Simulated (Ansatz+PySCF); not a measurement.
The numbers below are computed, except where a source is named.
**Several solutions for singlet C₂H₂O₂**

| atom | x (Å) | y (Å) | z (Å) |
| --- | --- | --- | --- |
| C | -0.0097 | 0.0227 | -0.7581 |
| C | 0.0072 | -0.0235 | 0.7665 |
| O | 0.0038 | 1.0573 | -1.3634 |
| O | 0.0017 | -1.0642 | 1.3672 |
| H | 0.0028 | -0.9767 | -1.2434 |
| H | -0.0011 | 0.9897 | 1.2497 |

Basis set: def2-SVP (spherical functions). Charge 0, multiplicity 1.

CASSCF(4,4) was run from several starts with Ansatz (development build ahead of 0.2.0) and PySCF 2.14.0. The starts are those of the Hartree–Fock orbitals from which the active space was taken at the frontier.

| run | program | start | converged | energy (hartree) | <S²> |
| --- | --- | --- | --- | --- | --- |
| A | Ansatz | search for the lowest state | yes | -226.48460 | 0.00 |
| B | PySCF | program defaults | yes | -226.48493 | 0.00 |
| C | Ansatz | atomic start, no search | yes | -226.46591 | 0.00 |
| D | Ansatz | stability test followed | yes | -226.46591 | 0.00 |

Problem. Which runs reached the lowest solution of this kind, and what is wrong with the others?

Solution. A, B reached the lowest solution found or ended within 0.01 eV of it (a small difference can mark another solution nearby). Converged but too high: C by 0.52 eV, D by 0.52 eV. Convergence only shows a stationary point; in CASSCF the end hangs on which orbitals enter the active space. Caution: other starts end on other solutions of this active space.
